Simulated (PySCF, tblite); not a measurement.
Potential energy curve for SMILES CO (CH4O). The O2–H6 bond (O2 also carries C; H6 carries nothing else) is pulled apart rigidly from the PBE0/def2-TZVP optimised geometry.

- GFN2-xTB, 300 K electronic temperature (tblite)
- UCCSD(T) = PySCF 2.14.0 with CCSD(T) on UHF/cc-pVDZ, 2 core orbitals frozen

Energies relative to the lowest point of each curve near equilibrium, in kJ/mol:

```json
[
 {"R / Å": "0.82", "GFN2-xTB": "65.8"},
 {"R / Å": "0.90", "GFN2-xTB": "10.0"},
 {"R / Å": "0.99", "GFN2-xTB": "1.5"},
 {"R / Å": "1.06", "GFN2-xTB": "15.8"},
 {"R / Å": "1.19", "GFN2-xTB": "64.6"},
 {"R / Å": "1.28", "GFN2-xTB": "105.6"},
 {"R / Å": "1.59", "GFN2-xTB": "249.9"},
 {"R / Å": "1.73", "GFN2-xTB": "306.9"},
 {"R / Å": "2.33", "GFN2-xTB": "468.5"},
 {"R / Å": "2.60", "GFN2-xTB": "506.4"},
 {"R / Å": "2.85", "GFN2-xTB": "528.8"},
 {"R / Å": "3.37", "GFN2-xTB": "550.4"}
]
```

**Question.** Estimate the UCCSD(T) values at these points.

**Answer.** 0.82: 76.1; 0.90: 12.5; 0.99: 1.3; 1.06: 17.8; 1.19: 76.5; 1.28: 125.3; 1.59: 283.3; 1.73: 336.8; 2.33: 430.4; 2.60: 434.7; 2.85: 436.1; 3.37: 437.1 (kJ/mol).

The unrestricted determinant behind UCCSD(T) is spin-contaminated at 1.43 to 3.37 Å (<S²> up to 1.0, against 0.00 for a pure singlet).
